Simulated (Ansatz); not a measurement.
This script drives Ansatz 0.2.0 through its Python package.

Script `conformers.py`:
```python
'''Rank force-field conformers of C3H6S2 by single points.'''

import ansatz as az
from rdkit import Chem
from rdkit.Chem import AllChem

rd = Chem.AddHs(Chem.MolFromSmiles('CCSC=S'))
ids = list(AllChem.EmbedMultipleConfs(rd, numConfs=20, randomSeed=638, pruneRmsThresh=0.4))
field = [energy for _, energy in AllChem.MMFFOptimizeMoleculeConfs(rd)]
distinct = {round(e, 2): i for i, e in zip(ids, field)}
chosen = sorted(distinct.items())[:4]
found = []
for force_field, index in chosen:
    mol = az.Crystal.molecule()
    for atom, xyz in zip(rd.GetAtoms(), rd.GetConformer(index).GetPositions()):
        mol = mol.atom(atom.GetSymbol(), xyz.round(5).tolist())
    calculation = mol.calculation().basis(gaussian='def2-SVP').functional('r2scan', dispersion='d3bj')
    found.append(calculation.run(threads=1).report['free_energy_ev'])
print('conformer   MMFF (kcal/mol)   this level (kJ/mol)')
for (force_field, index), e in zip(chosen, found):
    print(f'{index:9d} {force_field - chosen[0][0]:17.2f} {96.485332 * (e - min(found)):17.3f}')
```

It is started by `python conformers.py`. How long does it take on 1 thread of Arm Neoverse V1, on a shared host, and how much memory does it need?

It took about 17 s, with a peak of 0.29 GiB, for 2 runs of the engine.

Output of `python conformers.py`:
```text
DeckWarning: the engine holds no damping parameters fitted to this dispersion correction and functional, so the run takes those fitted to r2scan beside the three-body term, which d3bj leaves out (hamiltonian.dispersion, under Limitations)
conformer   MMFF (kcal/mol)   this level (kJ/mol)
       10              0.00             2.752
        8              0.58             0.000
```
(Warnings from the package without file and line.)

The conformers keep their force-field geometries. A dispersion term here runs with damping parameters fitted for another variant or functional.
